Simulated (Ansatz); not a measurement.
# C₂H₂ (singlet): from Hartree-Fock to the top rungs, cc-pVQZ

The task here is to estimate one member of a computed series from the others.

Computed with Ansatz 0.2.0, Gaussian basis. Level: cc-pVQZ, core rule «outside noble gas», up to 2 orbitals frozen.

The runs, in order: UHF; CCSD(T) on RHF; BCCD(T) on RHF; CCSDT(Q) on RHF; CASSCF and NEVPT2, 10 electrons in 10 orbitals.

11 further runs of the same task are left out: 1 that didn't finish, 10 set aside as unsound or not needed.

**The system**

The geometry is an MP2(full)/6-31G* stationary point (not a proven minimum).

4 atoms, charge 0, spin multiplicity 1.

Atoms are counted from 1 here; the program's logs count them from 0.

Bond lengths: C1–C2 1.216 Å, C1–H4 1.066 Å, C2–H3 1.066 Å. Angles: C2–C1–H4 180.0°, C1–C2–H3 180.0°.

The first run:

in.yaml reads:

```yaml
crystal:
  periodic: [false, false, false]
  atoms:
    - {symbol: C, position_ang: [0.000000, 0.000000, 0.608080]}
    - {symbol: C, position_ang: [0.000000, 0.000000, -0.608080]}
    - {symbol: H, position_ang: [0.000000, 0.000000, -1.673990]}
    - {symbol: H, position_ang: [0.000000, 0.000000, 1.673990]}
basis:
  gaussian: {orbitals: cc-pVQZ}
magnetization: {spin_polarized: true, initial_magnetization: 0}
hamiltonian: {xc: hf}
output: {orbitals: {seedname: orbitals}}
```

Command:

```bash
$ ansatz run in.yaml --threads 1 --pin off --events-out ev --progress --plain --max-ram 8192MiB --backend cpu
```

Among the steps run: UHF; CCSD(T) on RHF; BCCD(T) on RHF; CCSDT(Q) on RHF; CASSCF and NEVPT2, 10 electrons in 10 orbitals.

One table of the session follows, with a row left open; its other results are not shown here.

| method | from RCCSDT(Q) (kJ/mol) |
| --- | --- |
| RHF | +939.3 |
| RMP2 | +70.9 |
| RCCSD | +50.6 |
| RCCSD(T) | +3.2 |
| BCCD(T) | ? |
| RCCSDT | +3.6 |
| RCCSDT(Q) | 0 |
| CASSCF valence | +545.3 |
| NEVPT2 valence | +97.6 |

**Question.** Estimate the row for BCCD(T).

As computed: from RCCSDT(Q) (kJ/mol): +3.1. In the column «from RCCSDT(Q) (kJ/mol)» it lies between RCCSDT(Q) (0) and RCCSD(T) (+3.2).

With the free atoms at the same levels and basis (separate runs), the atomisation energy is 17.317 eV at RCCSDT(Q), 17.311 eV at RCCSD(T), 12.683 eV at RHF.
